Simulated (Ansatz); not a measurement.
A Morse fit to a bond in AlH3, triplet, and a point to predict

Starting geometry (PBE0/def2-TZVP stationary point for this spin, which needn't be the lowest; state A''):

```csv
atom,x (Å),y (Å),z (Å)
Al,0.0000,0.0744,-0.0956
H,0.0000,-1.3724,-0.7540
H,0.4207,-0.3098,1.6570
H,-0.4207,-0.3098,1.6570
```

Atom H2 moves along the line of the distance Al1-H2, all else staying in place. Energies are in eV from the starting point at each level.

Basis cc-pVDZ; Ansatz 0.2.0. Correlated methods freeze the noble-gas cores. Active spaces: valence = (6e, 7o) chosen from the atoms' valence shells.

Full CI is exact within this basis and frozen core; it isn't the basis-set limit.

| distance Al1-H2 (Å) | full CI | MRCISD+Q (valence space) | PBE |
| --- | --- | --- | --- |
| 1.243 | 1.286 | 1.279 | 1.330 |
| 1.413 | 0.261 | 0.257 | 0.295 |
| 1.590 | 0.000 | 0.000 | 0.000 |
| 1.766 | 0.146 | 0.151 | 0.106 |
| 1.925 | 0.437 | 0.448 | 0.362 |
| 2.246 | 1.103 | 1.129 | 0.988 |
| 2.572 | ? | ? | ? |
| 2.991 | 1.745 | 1.751 | 1.755 |
| 3.518 | 1.773 | 1.777 | 1.832 |
| 4.194 | 1.776 | 1.778 | 1.851 |
| 5.502 | 1.777 | 1.779 | 1.860 |

A Morse curve E(r) = E0 + De (1 − exp(−a (r − re)))² is laid through the three points about the minimum (1.413, 1.590, 1.766 Å), with E0 + De set to the last point:

| level | re (Å) | a (1/Å) | E0 (eV) | De (eV) | k = 2 De a² (eV/Å²) |
| --- | --- | --- | --- | --- | --- |
| full CI | 1.586 | 1.876 | 0.000 | 1.777 | 12.5 |
| MRCISD+Q (valence space) | 1.584 | 1.889 | 0.000 | 1.779 | 12.7 |
| PBE | 1.607 | 1.731 | -0.002 | 1.862 | 11.2 |

Question: Use the full-CI fit to predict the withheld energy at 2.572 Å.

Answer: exp(−1.876 × (2.572 − 1.586)) = 0.1573; E = 0.000 + 1.777 × (1 − 0.1573)² = 1.262 eV. Full CI in cc-pVDZ gives 1.559 eV, so the Morse form is 0.297 eV too low there (16.7 % of De). So large a miss says that the curve isn't Morse-like here, as when the state changes its character along the stretch. At the other points past the fit it misses by up to 0.21 eV (at 2.991 Å), so the curve isn't Morse-like throughout. MRCISD+Q (valence space) gives 1.562 eV. PBE gives 1.475 eV.

Runs in a small pair space aren't shown, since their orbitals change along the scan.

Kohn–Sham is unrestricted where that lies lower.

De here is the energy of pulling rigid fragments apart in this basis, without relaxation or zero-point terms.

In so small a basis the reference is far from its limit while semilocal and hybrid functionals are nearer theirs, so the functionals' errors here hold much of the reference's basis and frozen-core error, which can add to them or hide them.
